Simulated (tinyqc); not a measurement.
Stretching all distances: RHF, UHF, MP2, CISD and CCSD against full CI in the sto-3g basis, for H2O, spin multiplicity 1. Computed by the program tinyqc with PySCF. All coordinates are multiplied by the scale. c0^2 is the weight of the RHF determinant in the lowest singlet FCI state (UHF is spin-contaminated and may lie near states of higher spin) and n(LUMO) the first natural occupation beyond the occupied space.

Geometry (angstrom):
```
atom       x        y       z
O     0.0000   0.0000  0.0000
H     0.0000   0.7220  0.5270
H     0.0000  -0.7220  0.5270
```

Full CI energy (hartree) and errors against it (kcal/mol):
```
scale   distance 1-2 (angstrom)      E(FCI)       RHF      UHF      MP2     CISD     CCSD  <S^2> UHF    c0^2  n(LUMO)
0.9000                   0.8045  -74.889934   20.5646  20.5646   5.1992   0.1625   0.0416     0.0000  0.9865   0.0138
1.1500                   1.0280  -75.018332   36.8505  36.8505  10.9772   0.6917   0.1051     0.0000  0.9646   0.0362
1.6600                   1.4838  -74.877320  103.2069  60.7656  36.1474   8.7975   0.6010     1.1928  0.8137   0.2086
1.9100                   1.7073  -74.809993  152.8408  34.7728  53.5281  20.3694  -0.4660     1.6577  0.6714   0.3811
2.1600                   1.9308  -74.769470  209.3607  15.5541  71.0316  36.0184  -6.4943     1.8560  0.5037   0.5808
```

Estimate the missing row, scale = 1.4.

Computed row:
```
scale   distance 1-2 (angstrom)      E(FCI)      RHF      UHF      MP2    CISD    CCSD  <S^2> UHF    c0^2  n(LUMO)
1.4000                   1.2514  -74.964300  63.3085  63.3085  21.0194  2.7338  0.2968     0.0000  0.9134   0.0927
```

UHF parts from RHF first at scale 1.66 of those listed, where <S^2> leaves zero. The weight c0^2 goes from 0.99 to 0.50 and n(LUMO) from 0.01 to 0.58: static correlation grows as the bonds break into open-shell fragments. The spread of the error along the curve, which distorts its shape, is CCSD 7.1, CISD 35.9, UHF 47.8, MP2 65.8, RHF 188.8 kcal/mol. Below FCI somewhere: CCSD, as non-variational methods may be.
